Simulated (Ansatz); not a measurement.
Computed with Ansatz on PBE0-D4/def2-TZVP structures; ΔE is electronic, products minus reactants. CCSD(T)/CBS adds triple-zeta CCSD(T) − MP2 to the extrapolated MP2 energy (def2 sets, frozen cores). This one scheme is used for every species. Each species was taken in one conformer, which may not be the lowest.

Consider the substitution at a C–F bond: `C=C(O)F` + `OC=S` → `C=C(O)OC=S` + H–F.

`C=C(O)F`:

Cartesian coordinates in Å:
```
C -0.993 0.282 0.263
C 0.209 -0.031 -0.183
O 1.212 -0.539 0.536
F 0.558 0.138 -1.464
H -1.727 0.687 -0.416
H -1.233 0.130 1.303
H 1.973 -0.666 -0.039
```

`OC=S`:

Cartesian coordinates in Å:
```
O 0.956 -0.092 0.303
C -0.345 -0.057 0.021
S -1.469 -0.801 0.894
H 1.449 0.421 -0.349
H -0.591 0.529 -0.869
```

`C=C(O)OC=S`:

Cartesian coordinates in Å:
```
C -0.987 -0.906 1.115
C -0.150 -0.379 0.230
O 0.805 -1.014 -0.469
O -0.218 0.951 -0.042
C 0.598 1.543 -0.925
S 0.512 3.116 -1.242
H -0.954 -1.960 1.350
H -1.710 -0.275 1.608
H 0.796 -1.945 -0.228
H 1.308 0.869 -1.396
```

H–F:

Cartesian coordinates in Å:
```
F -0.095 0.377 0.247
H 0.095 -0.377 -0.247
```

| species | HF/def2-TZVPP energy (Eh) |
| --- | --- |
| `C=C(O)F` | -251.86557 |
| `OC=S` | -511.46172 |
| `C=C(O)OC=S` | -663.25758 |
| H–F | -100.06520 |

Work out ΔE.

ΔE = (-663.25758) + (-100.06520) − (-251.86557) − (-511.46172) = 0.00451 Eh = +2.8 kcal/mol. CCSD(T)/CBS gives -1.5 kcal/mol.

Largest T1 diagnostic among the species: 0.018.

The D4 term adds −2.0 kcal/mol with B3LYP and −1.2 kcal/mol with PBE0; it sums over pairs of atoms, weighted by their polarisabilities, and B3LYP, whose exchange is more repulsive, gets the larger term. In def2-TZVPP, CCSD(T) changes the Hartree–Fock value by −3.8 kcal/mol (the triples alone add −0.7 kcal/mol) and MP2 by −5.4 kcal/mol.

B3LYP here is the variant with VWN-RPA as its local correlation; programs differ in this.
